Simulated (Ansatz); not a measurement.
Consider the isomerisation: `C/C(C=S)=C/N` → `CNCC#CS`.

Program: Ansatz. Geometries: PBE0-D4/def2-TZVP. ΔE: electronic, gas phase. CCSD(T)/CBS is the MP2 limit (def2-TZVPP, def2-QZVPP) plus CCSD(T) − MP2 in def2-TZVPP, frozen cores. DFT in def2-TZVPP. B3LYP here is the variant with VWN-RPA as its local correlation; programs differ in this. One conformer a species, not always the lowest.

| level | ΔE (kcal/mol) | difference from CCSD(T)/CBS |
| --- | --- | --- |
| PBE-D4 | 42.1 | 6.7 |
| r2SCAN-D4 | 42.2 | 6.8 |
| PBE0-D4 | 39.9 | 4.5 |
| B3LYP-D4 | 39.7 | 4.3 |
| ωB97X-V | 34.8 | -0.6 |
| ωB97M-V | 35.6 | 0.2 |
| B2PLYP | 36.8 | 1.4 |
| r2SCAN | 41.9 | 6.5 |
| PBE0 | 38.9 | 3.5 |
| B3LYP | 37.8 | 2.4 |
| MP2/def2-TZVPP | 35.4 | 0.0 |
| SCS-MP2/def2-TZVPP | 32.9 | -2.5 |
| CCSD/def2-TZVPP | 32.6 | -2.8 |
| HF/def2-QZVPP | 30.2 | -5.2 |
| MP2/CBS(def2) | 35.8 | 0.4 |
| CCSD/CBS(def2) | 33.0 | -2.4 |
| CCSD(T)/CBS | 35.4 | 0 |

Largest T1 diagnostic among the species: 0.016.

In def2-TZVPP, CCSD(T) changes the Hartree–Fock value by +4.9 kcal/mol (the triples alone add +2.4 kcal/mol) and MP2 by +5.4 kcal/mol. From PBE to PBE0 (25 % exact exchange), in def2-TZVPP and without D4, ΔE moves by −2.0 kcal/mol. The D4 term adds +2.0 kcal/mol with B3LYP and +1.0 kcal/mol with PBE0; it sums over pairs of atoms, weighted by their polarisabilities, and B3LYP, whose exchange is more repulsive, gets the larger term.
